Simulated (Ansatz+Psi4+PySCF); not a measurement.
A calculation with PySCF 2.14.0.

```python
from pyscf import gto, scf, mp

# the (T+d) and (D+d) sets load through basis_set_exchange
mol = gto.M(atom="""
Al 0.000000 0.000000 -0.009240
Cl 0.000000 0.000000 2.565240
""", basis='cc-pv(t+d)z', charge=1, spin=1)
mf = scf.UHF(mol)
mf.kernel()
pt = mp.MP2(mf, frozen=10).run()
print(mf.e_tot, pt.e_corr, pt.e_tot)
```

The script is written out from the run's settings.

Results

* Converged: yes
* Reference energy: -701.16450 hartree
* Correlation energy: -0.20208 hartree
* Total energy: -701.36658 hartree
* Spin squared of the determinant: 0.855

Messages of the program:
```
WARN: HOMO -0.297169904089385 >= LUMO -0.297169904089385
WARN: HOMO -0.297169904089385 >= LUMO -0.297169904089385
```

Caution: bonds are stretched, where a single reference can fail; the unrestricted determinant is spin contaminated.
